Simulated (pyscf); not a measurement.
Optimised with ωB97X-D3(BJ)/def2-SVP in PySCF. Correlated levels are frozen-core, on RHF or UHF. ΔMP2 is the change of the MP2 total energy from the triple- to the quadruple-zeta basis.

Estimate the classical barrier height and the reaction energy of O=PH (SMILES O=P) + H₂O (SMILES O) → HO–PH–OH (SMILES OPO) at CCSD(T)/def2-TZVPP + ΔMP2(QZVPP). The step runs on the singlet surface, breaks H–O and forms H–O, O–P; take the separated reactants as zero.

ΔE‡ = 27.5 kJ/mol, ΔE = -154.0 kJ/mol. Zero-point energy shifts the barrier by +6.3 kJ/mol. It is an addition across a multiple bond or ene-type step, with an imaginary mode of 1326i cm⁻¹. On the reactant side the descent ends in a bound adduct, 41.9 kJ/mol under the separated species and 49.7 kJ/mol under the saddle at ωB97X-D3(BJ)/def2-TZVP. At ωB97X-D3(BJ) the barrier from the zero used here is 7.8 kJ/mol. One saddle was located; it need not be the lowest between these sides. The CCSD(T) − MP2 part came from Ansatz, without density fitting, on the same reference.
